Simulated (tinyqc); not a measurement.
Worked calculation (part 1 of 2): RHF in the sto-3g basis, for H2O, spin multiplicity 1. Computed by tinyqc, a small Python program that keeps every step (integrals from PySCF). Settings: charge = 0, multiplicity = 1, basis = sto-3g, energy threshold = 1e-08, iteration cap = 87, orthogonalisation = symmetric, start = atomic densities, DIIS depth = 4, shift = 0.2, method = RHF. Command: `OMP_NUM_THREADS=1 python tinyqc.py 21708 21709 out.jsonl` (the two numbers bound the seeds that draw the settings). One thread of a shared host (Intel(R) Xeon(R) Processor @ 2.60GHz), about 0.1 s of CPU time with the checks. Later iterations appear only in the table of the cycle.

## One-electron integrals

Geometry (angstrom):
```
atom         x          y         z
O     0.000000   0.000000  0.000000
H     0.000000   0.991000  0.608000
H     0.000000  -0.969000  0.595000
```

Basis sto-3g: exponents (1/bohr^2) and contraction coefficients of normalised primitives:
```
element  l (shell)    exponent  coefficient
O            s (1)  130.709320     0.154329
O            s (1)   23.808861     0.535328
O            s (1)    6.443608     0.444635
O            s (2)    5.033151    -0.099967
O            s (2)    1.169596     0.399513
O            s (2)    0.380389     0.700115
O            p (3)    5.033151     0.155916
O            p (3)    1.169596     0.607684
O            p (3)    0.380389     0.391957
H            s (1)    3.425251     0.154329
H            s (1)    0.623914     0.535328
H            s (1)    0.168855     0.444635
```

Overlap, kinetic and nuclear-attraction integrals over the contracted functions; the nuclear repulsion is the sum of Za Zb / Rab.

nuclear repulsion = 7.63418578 hartree

overlap S:
```
           1O 1s     1O 2s    1O 2px     1O 2py    1O 2pz     2H 1s      3H 1s
1O 1s   1.000000  0.236704  0.000000   0.000000  0.000000  0.033104   0.035166
1O 2s   0.236704  1.000000  0.000000   0.000000  0.000000  0.350716   0.364894
1O 2px  0.000000  0.000000  1.000000   0.000000  0.000000  0.000000   0.000000
1O 2py  0.000000  0.000000  0.000000   1.000000  0.000000  0.269858  -0.278160
1O 2pz  0.000000  0.000000  0.000000   0.000000  1.000000  0.165563   0.170800
2H 1s   0.033104  0.350716  0.000000   0.269858  0.165563  1.000000   0.127251
3H 1s   0.035166  0.364894  0.000000  -0.278160  0.170800  0.127251   1.000000
```

kinetic energy T (hartree):
```
            1O 1s      1O 2s    1O 2px     1O 2py    1O 2pz      2H 1s      3H 1s
1O 1s   29.003200  -0.168011  0.000000   0.000000  0.000000  -0.008921  -0.008830
1O 2s   -0.168011   0.808128  0.000000   0.000000  0.000000   0.051095   0.058609
1O 2px   0.000000   0.000000  2.528731   0.000000  0.000000   0.000000   0.000000
1O 2py   0.000000   0.000000  0.000000   2.528731  0.000000   0.129391  -0.140984
1O 2pz   0.000000   0.000000  0.000000   0.000000  2.528731   0.079384   0.086569
2H 1s   -0.008921   0.051095  0.000000   0.129391  0.079384   0.760032  -0.009579
3H 1s   -0.008830   0.058609  0.000000  -0.140984  0.086569  -0.009579   0.760032
```

nuclear attraction V (hartree):
```
             1O 1s      1O 2s     1O 2px     1O 2py     1O 2pz      2H 1s      3H 1s
1O 1s   -61.538980  -7.400971   0.000000   0.000405  -0.011259  -1.058765  -1.125277
1O 2s    -7.400971  -9.969056   0.000000   0.004582  -0.138703  -2.638585  -2.765771
1O 2px    0.000000   0.000000  -9.842295   0.000000   0.000000   0.000000   0.000000
1O 2py    0.000405   0.004582   0.000000  -9.959099   0.002060  -1.781713   1.855808
1O 2pz   -0.011259  -0.138703   0.000000   0.002060  -9.886299  -1.124151  -1.171065
2H 1s    -1.058765  -2.638585   0.000000  -1.781713  -1.124151  -5.078755  -0.745998
3H 1s    -1.125277  -2.765771   0.000000   1.855808  -1.171065  -0.745998  -5.152827
```

core Hamiltonian H = T + V (hartree):
```
             1O 1s      1O 2s     1O 2px     1O 2py     1O 2pz      2H 1s      3H 1s
1O 1s   -32.535780  -7.568982   0.000000   0.000405  -0.011259  -1.067686  -1.134106
1O 2s    -7.568982  -9.160928   0.000000   0.004582  -0.138703  -2.587490  -2.707162
1O 2px    0.000000   0.000000  -7.313564   0.000000   0.000000   0.000000   0.000000
1O 2py    0.000405   0.004582   0.000000  -7.430368   0.002060  -1.652322   1.714824
1O 2pz   -0.011259  -0.138703   0.000000   0.002060  -7.357568  -1.044767  -1.084496
2H 1s    -1.067686  -2.587490   0.000000  -1.652322  -1.044767  -4.318723  -0.755577
3H 1s    -1.134106  -2.707162   0.000000   1.714824  -1.084496  -0.755577  -4.392796
```

## Two-electron integrals

Functions are numbered as in S; the eight-fold symmetry (ij|kl) = (ji|kl) = (kl|ij) leaves the list below.

Two-electron integrals (ij|kl) in chemists' order, unique and non-zero (hartree):
```
(11|11) 4.785065    (21|11) 0.741380    (21|21) 0.136873    (22|11) 1.118947
(22|21) 0.256633    (22|22) 0.817206    (31|31) 0.024477    (32|31) 0.037809
(32|32) 0.180518    (33|11) 1.115814    (33|21) 0.256684    (33|22) 0.817023
(33|33) 0.880159    (41|41) 0.024477    (42|41) 0.037809    (42|42) 0.180518
(43|43) 0.047444    (44|11) 1.115814    (44|21) 0.256684    (44|22) 0.817023
(44|33) 0.785270    (44|44) 0.880159    (51|51) 0.024477    (52|51) 0.037809
(52|52) 0.180518    (53|53) 0.047444    (54|54) 0.047444    (55|11) 1.115814
(55|21) 0.256684    (55|22) 0.817023    (55|33) 0.785270    (55|44) 0.785270
(55|55) 0.880159    (61|11) 0.104865    (61|21) 0.019216    (61|22) 0.035863
(61|33) 0.035793    (61|41) 0.000744    (61|42) 0.001405    (61|44) 0.035949
(61|51) 0.000456    (61|52) 0.000862    (61|54) 0.000096    (61|55) 0.035852
(61|61) 0.002732    (62|11) 0.279280    (62|21) 0.064963    (62|22) 0.232036
(62|33) 0.227921    (62|41) 0.004156    (62|42) 0.033025    (62|44) 0.236722
(62|51) 0.002550    (62|52) 0.020262    (62|54) 0.005400    (62|55) 0.231234
(62|61) 0.009316    (62|62) 0.084613    (63|31) 0.006496    (63|32) 0.038901
(63|43) 0.006690    (63|53) 0.004105    (63|63) 0.011487    (64|11) 0.180222
(64|21) 0.042432    (64|22) 0.161819    (64|33) 0.154644    (64|41) 0.008857
(64|42) 0.060462    (64|44) 0.173806    (64|51) 0.001449    (64|52) 0.013228
(64|54) 0.007651    (64|55) 0.156820    (64|61) 0.006327    (64|62) 0.071748
(64|64) 0.071640    (65|11) 0.110570    (65|21) 0.026033    (65|22) 0.099280
(65|33) 0.094878    (65|41) 0.001449    (65|42) 0.013228    (65|44) 0.098425
(65|51) 0.007385    (65|52) 0.047017    (65|54) 0.008866    (65|55) 0.104422
(65|61) 0.003882    (65|62) 0.044019    (65|64) 0.036905    (65|65) 0.034129
(66|11) 0.447509    (66|21) 0.105757    (66|22) 0.435139    (66|33) 0.418449
(66|41) 0.008058    (66|42) 0.090253    (66|44) 0.454442    (66|51) 0.004943
(66|52) 0.055372    (66|54) 0.022083    (66|55) 0.431997    (66|61) 0.015262
(66|62) 0.208300    (66|64) 0.201615    (66|65) 0.123695    (66|66) 0.774606
(71|11) 0.111439    (71|21) 0.020418    (71|22) 0.038099    (71|33) 0.038024
(71|41) -0.000794   (71|42) -0.001498   (71|44) 0.038191    (71|51) 0.000488
(71|52) 0.000920    (71|54) -0.000102   (71|55) 0.038087    (71|61) 0.002852
(71|62) 0.009537    (71|64) 0.005978    (71|65) 0.003980    (71|66) 0.015491
(71|71) 0.003085    (72|11) 0.292773    (72|21) 0.068086    (72|22) 0.242712
(72|33) 0.238429    (72|41) -0.004360   (72|42) -0.034428   (72|44) 0.247586
(72|51) 0.002677    (72|52) 0.021140    (72|54) -0.005623   (72|55) 0.241882
(72|61) 0.009409    (72|62) 0.067771    (72|64) 0.040414    (72|65) 0.034103
(72|66) 0.131417    (72|71) 0.010373    (72|72) 0.092044    (73|31) 0.006855
(73|32) 0.040876    (73|43) -0.007003   (73|53) 0.004300    (73|63) 0.008811
(73|73) 0.012587    (74|11) -0.187540   (74|21) -0.044149   (74|22) -0.168027
(74|33) -0.160547   (74|41) 0.009317    (74|42) 0.063229    (74|44) -0.180537
(74|51) -0.001512   (74|52) -0.013725   (74|54) 0.007974    (74|55) -0.162804
(74|61) -0.005853   (74|62) -0.039996   (74|64) -0.015613   (74|65) -0.019771
(74|66) -0.072079   (74|71) -0.006999   (74|72) -0.077458   (74|74) 0.077027
(75|11) 0.115156    (75|21) 0.027109    (75|22) 0.103174    (75|33) 0.098582
(75|41) -0.001512   (75|42) -0.013725   (75|44) 0.102256    (75|51) 0.007784
(75|52) 0.049304    (75|54) -0.009259   (75|55) 0.108567    (75|61) 0.003902
(75|62) 0.033944    (75|64) 0.019869    (75|65) 0.025638    (75|66) 0.071302
(75|71) 0.004298    (75|72) 0.047562    (75|74) -0.039569   (75|75) 0.036884
(76|11) 0.075310    (76|21) 0.017662    (76|22) 0.068025    (76|33) 0.066601
(76|41) 0.000007    (76|42) 0.000094    (76|44) 0.068210    (76|51) 0.001112
(76|52) 0.010387    (76|54) 0.000020    (76|55) 0.069190    (76|61) 0.002498
(76|62) 0.023916    (76|64) 0.017799    (76|65) 0.014022    (76|66) 0.060237
(76|71) 0.002653    (76|72) 0.024831    (76|74) -0.018251   (76|75) 0.014474
(76|76) 0.008405    (77|11) 0.456732    (77|21) 0.107918    (77|22) 0.442966
(77|33) 0.425776    (77|41) -0.008341   (77|42) -0.092602   (77|44) 0.462829
(77|51) 0.005122    (77|52) 0.056861    (77|54) -0.022751   (77|55) 0.439746
(77|61) 0.014878    (77|62) 0.127779    (77|64) 0.070710    (77|65) 0.069737
(77|66) 0.268925    (77|71) 0.016554    (77|72) 0.219067    (77|74) -0.210391
(77|75) 0.129188    (77|76) 0.060237    (77|77) 0.774606
```

## Orthogonalisation

S = U s U^T; symmetric (Loewdin) form X = U s^(-1/2) U^T, so that X^T S X = 1.

eigenvalues of S: 0.466500  0.544514  0.897920  1.000000  1.086271  1.328894  1.675901

X:
```
            1O 1s      1O 2s    1O 2px     1O 2py     1O 2pz      2H 1s      3H 1s
1O 1s    1.023467  -0.135156  0.000000   0.000337  -0.005698   0.017859   0.018555
1O 2s   -0.135156   1.137580  0.000000  -0.003912   0.053087  -0.198644  -0.210458
1O 2px   0.000000   0.000000  1.000000   0.000000   0.000000   0.000000   0.000000
1O 2py   0.000337  -0.003912  0.000000   1.072260  -0.001615  -0.167171   0.173983
1O 2pz  -0.005698   0.053087  0.000000  -0.001615   1.024368  -0.091967  -0.096552
2H 1s    0.017859  -0.198644  0.000000  -0.167171  -0.091967   1.103572  -0.043361
3H 1s    0.018555  -0.210458  0.000000   0.173983  -0.096552  -0.043361   1.112751
```

## Starting guess

The start is atomic minimal-basis densities projected into this basis (PySCF's MINAO start) and scaled to the electron count of each spin; this density is not idempotent, so its energy is not variational and may lie below the converged one.

D at the start:
```
            1O 1s      1O 2s    1O 2px     1O 2py     1O 2pz      2H 1s      3H 1s
1O 1s    2.143683  -0.492295  0.000000  -0.000399   0.012378  -0.016346  -0.016573
1O 2s   -0.492295   2.092525  0.000000   0.002247  -0.062436   0.058290   0.057801
1O 2px   0.000000   0.000000  1.308027   0.000000   0.000000   0.000000   0.000000
1O 2py  -0.000399   0.002247  0.000000   1.173412   0.001390   0.121603  -0.120748
1O 2pz   0.012378  -0.062436  0.000000   0.001390   1.262119   0.060060   0.059689
2H 1s   -0.016346   0.058290  0.000000   0.121603   0.060060   0.993896   0.043753
3H 1s   -0.016573   0.057801  0.000000  -0.120748   0.059689   0.043753   0.994355
```

## Iteration 1: building the Fock matrix

J_ij = sum D_kl (ij|kl), K_ij = sum D_kl (ik|jl); F = H + J - 0.5 K; E = tr D H + tr D J / 2 - 0.25 tr D K + E_nn.

Coulomb J (hartree):
```
            1O 1s      1O 2s    1O 2px     1O 2py     1O 2pz     2H 1s      3H 1s
1O 1s   17.127200   3.207893  0.000000  -0.000255   0.009098  0.451138   0.479359
1O 2s    3.207893   7.950336  0.000000  -0.002329   0.113689  2.275408   2.380210
1O 2px   0.000000   0.000000  7.909031   0.000000   0.000000  0.000000   0.000000
1O 2py  -0.000255  -0.002329  0.000000   7.981442  -0.000666  1.598876  -1.660636
1O 2pz   0.009098   0.113689  0.000000  -0.000666   7.936452  1.008160   1.047620
2H 1s    0.451138   2.275408  0.000000   1.598876   1.008160  4.556052   0.677747
3H 1s    0.479359   2.380210  0.000000  -1.660636   1.047620  0.677747   4.621112
```

exchange K (hartree):
```
            1O 1s      1O 2s    1O 2px     1O 2py     1O 2pz     2H 1s      3H 1s
1O 1s    9.909749   1.673752  0.000000  -0.000670   0.009377  0.261704   0.277668
1O 2s    1.673752   2.680123  0.000000  -0.005299   0.087271  0.949359   0.990667
1O 2px   0.000000   0.000000  1.697659   0.000000   0.000000  0.000000   0.000000
1O 2py  -0.000670  -0.005299  0.000000   1.795642  -0.002275  0.538349  -0.559374
1O 2pz   0.009377   0.087271  0.000000  -0.002275   1.734998  0.358892   0.371358
2H 1s    0.261704   0.949359  0.000000   0.538349   0.358892  1.182161   0.306417
3H 1s    0.277668   0.990667  0.000000  -0.559374   0.371358  0.306417   1.211090
```

Fock matrix F (hartree):
```
             1O 1s      1O 2s     1O 2px     1O 2py     1O 2pz      2H 1s      3H 1s
1O 1s   -20.363455  -5.197966   0.000000   0.000486  -0.006850  -0.747400  -0.793581
1O 2s    -5.197966  -2.550654   0.000000   0.004903  -0.068649  -0.786762  -0.822286
1O 2px    0.000000   0.000000  -0.253363   0.000000   0.000000   0.000000   0.000000
1O 2py    0.000486   0.004903   0.000000  -0.346748   0.002531  -0.322621   0.333875
1O 2pz   -0.006850  -0.068649   0.000000   0.002531  -0.288615  -0.216054  -0.222555
2H 1s    -0.747400  -0.786762   0.000000  -0.322621  -0.216054  -0.353753  -0.231038
3H 1s    -0.793581  -0.822286   0.000000   0.333875  -0.222555  -0.231038  -0.377228
```

total energy of this density = -75.07494674 hartree

This density is the starting one; it is not idempotent, so its energy is not variational and may lie below the converged one.

## Iteration 1: diagonalisation and new density

A level shift of 0.2 hartree raises the virtual space: F + shift (S - S D(s) S), with D(s) the density of one spin (D/2). Diagonalise F' = X^T F X, C = X C', fill 5 alpha and 5 beta electrons from the bottom; D = 2 C_occ C_occ^T. Each column has its largest component positive (the first on a tie).

F' = X^T F X (hartree):
```
            1          2          3          4          5          6          7
1  -19.991374  -2.686877   0.000000   0.001003  -0.025852  -0.068982  -0.079324
2   -2.686877  -1.454868   0.000000  -0.002983   0.050763  -0.462386  -0.485754
3    0.000000   0.000000  -0.184166   0.000000   0.000000   0.000000   0.000000
4    0.001003  -0.002983   0.000000  -0.089573  -0.001205  -0.369070   0.381203
5   -0.025852   0.050763   0.000000  -0.001205  -0.154462  -0.211366  -0.219471
6   -0.068982  -0.462386   0.000000  -0.369070  -0.211366   0.064735  -0.103189
7   -0.079324  -0.485754   0.000000   0.381203  -0.219471  -0.103189   0.067755
```

orbital energies (hartree): MO1 -20.374941, MO2 -1.391218, MO3 -0.506112, MO4 -0.301311, MO5 -0.184166, MO6 0.428664, MO7 0.587131

coefficients C:
```
              MO1        MO2        MO3        MO4       MO5        MO6        MO7
1O 1s    0.994401  -0.241809  -0.003236   0.072209  0.000000   0.117454   0.011169
1O 2s    0.023747   0.898611   0.016598  -0.360359  0.000000  -0.675244  -0.069180
1O 2px   0.000000   0.000000   0.000000   0.000000  1.000000   0.000000   0.000000
1O 2py  -0.000108  -0.004270   0.694311   0.009055  0.000000  -0.062454   0.849651
1O 2pz   0.001622   0.060501  -0.009067   0.843781  0.000000  -0.593019  -0.050778
2H 1s   -0.003462   0.140496   0.366717   0.262593  0.000000   0.781042  -0.680236
3H 1s   -0.003635   0.147528  -0.370553   0.251985  0.000000   0.670842   0.807287
```

D after iteration 1:
```
            1O 1s      1O 2s    1O 2px     1O 2py     1O 2pz      2H 1s      3H 1s
1O 1s    2.105057  -0.439504  0.000000  -0.001336   0.095882  -0.039282  -0.039787
1O 2s   -0.439504   1.876401  0.000000   0.008843  -0.499619   0.075256   0.071057
1O 2px   0.000000   0.000000  2.000000   0.000000   0.000000   0.000000   0.000000
1O 2py  -0.001336   0.008843  0.000000   0.964335   0.002173   0.512788  -0.511254
1O 2pz   0.095882  -0.499619  0.000000   0.002173   1.431425   0.453481   0.449799
2H 1s   -0.039282   0.075256  0.000000   0.512788   0.453481   0.446375  -0.097958
3H 1s   -0.039787   0.071057  0.000000  -0.511254   0.449799  -0.097958   0.445167
```

## Iteration 2: building the Fock matrix

As before.

Coulomb J (hartree):
```
            1O 1s      1O 2s    1O 2px     1O 2py     1O 2pz     2H 1s      3H 1s
1O 1s   17.460928   3.294969  0.000000   0.000007  -0.011396  0.462720   0.491638
1O 2s    3.294969   8.217001  0.000000  -0.000771  -0.004626  2.313136   2.419900
1O 2px   0.000000   0.000000  8.221048   0.000000   0.000000  0.000000   0.000000
1O 2py   0.000007  -0.000771  0.000000   8.204234  -0.000649  1.609567  -1.671512
1O 2pz  -0.011396  -0.004626  0.000000  -0.000649   8.202013  0.991452   1.030292
2H 1s    0.462720   2.313136  0.000000   1.609567   0.991452  4.464439   0.679939
3H 1s    0.491638   2.419900  0.000000  -1.671512   1.030292  0.679939   4.535616
```

exchange K (hartree):
```
            1O 1s      1O 2s    1O 2px     1O 2py     1O 2pz     2H 1s      3H 1s
1O 1s    9.778730   1.663332  0.000000  -0.000121   0.001983  0.246737   0.261753
1O 2s    1.663332   2.620293  0.000000  -0.000460  -0.143875  0.838942   0.873093
1O 2px   0.000000   0.000000  2.272226   0.000000   0.000000  0.000000   0.000000
1O 2py  -0.000121  -0.000460  0.000000   1.831528  -0.003514  0.605365  -0.620176
1O 2pz   0.001983  -0.143875  0.000000  -0.003514   2.007988  0.405685   0.414017
2H 1s    0.246737   0.838942  0.000000   0.605365   0.405685  0.939843   0.200450
3H 1s    0.261753   0.873093  0.000000  -0.620176   0.414017  0.200450   0.969988
```

Fock matrix F (hartree):
```
             1O 1s      1O 2s     1O 2px     1O 2py     1O 2pz      2H 1s      3H 1s
1O 1s   -19.964218  -5.105680   0.000000   0.000473  -0.023646  -0.728335  -0.773345
1O 2s    -5.105680  -2.254074   0.000000   0.004041  -0.071391  -0.693826  -0.723809
1O 2px    0.000000   0.000000  -0.228630   0.000000   0.000000   0.000000   0.000000
1O 2py    0.000473   0.004041   0.000000  -0.141898   0.003167  -0.345437   0.353400
1O 2pz   -0.023646  -0.071391   0.000000   0.003167  -0.159549  -0.256158  -0.261212
2H 1s    -0.728335  -0.693826   0.000000  -0.345437  -0.256158  -0.324206  -0.175863
3H 1s    -0.773345  -0.723809   0.000000   0.353400  -0.261212  -0.175863  -0.342173
```

total energy of this density = -74.85450323 hartree

## Iteration 2: DIIS over 2 matrices

error matrix X^T (FDS - SDF) X:
```
           1          2         3          4          5          6          7
1   0.000000   0.019401  0.000000  -0.000498   0.017452  -0.032765  -0.033674
2  -0.019401   0.000000  0.000000  -0.001583   0.056522   0.022090   0.021543
3   0.000000   0.000000  0.000000   0.000000   0.000000   0.000000   0.000000
4   0.000498   0.001583  0.000000   0.000000   0.000099   0.205986  -0.203678
5  -0.017452  -0.056522  0.000000  -0.000099   0.000000   0.117688   0.115218
6   0.032765  -0.022090  0.000000  -0.205986  -0.117688   0.000000   0.000050
7   0.033674  -0.021543  0.000000   0.203678  -0.115218  -0.000050   0.000000
```

B (overlaps of the stored error matrices):
```
               1              2
1  4.1760442e+00  7.2319713e-02
2  7.2319713e-02  2.3615717e-01
```

Minimise |sum c_i e_i|^2 with sum c_i = 1: solve [B -1; -1 0][c; lambda] = [0; -1] with B_ij = tr e_i^T e_j, and take F = sum c_i F_i.

DIIS coefficients: 0.038391  0.961609

extrapolated F (hartree):
```
             1O 1s      1O 2s     1O 2px     1O 2py     1O 2pz      2H 1s      3H 1s
1O 1s   -19.979545  -5.109223   0.000000   0.000473  -0.023001  -0.729067  -0.774122
1O 2s    -5.109223  -2.265460   0.000000   0.004075  -0.071286  -0.697394  -0.727590
1O 2px    0.000000   0.000000  -0.229579   0.000000   0.000000   0.000000   0.000000
1O 2py    0.000473   0.004075   0.000000  -0.149762   0.003143  -0.344561   0.352651
1O 2pz   -0.023001  -0.071286   0.000000   0.003143  -0.164504  -0.254618  -0.259728
2H 1s    -0.729067  -0.697394   0.000000  -0.344561  -0.254618  -0.325340  -0.177981
3H 1s    -0.774122  -0.727590   0.000000   0.352651  -0.259728  -0.177981  -0.343519
```
